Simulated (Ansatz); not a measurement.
C2H5NO, SMILES `CC(N)=O`, charge 0, multiplicity 1.

(1) Give a relaxed structure at PBE0-D4/def2-TZVP (the Gaussian-basis code of Ansatz). (Best estimate.)

Results:

(1) Computed: 
Z-matrix (Å, degrees):
```
C
C 1 1.509
H 1 1.091 2 108.4
H 1 1.091 2 113.9 3 121.6
H 1 1.090 2 108.5 3 -116.4
N 2 1.357 1 115.7 3 -115.7
O 2 1.212 1 122.1 3 63.9
H 6 1.002 2 122.4 1 -0.1
H 6 1.005 2 118.3 1 179.1
```
This is one stationary point; other conformers may exist.
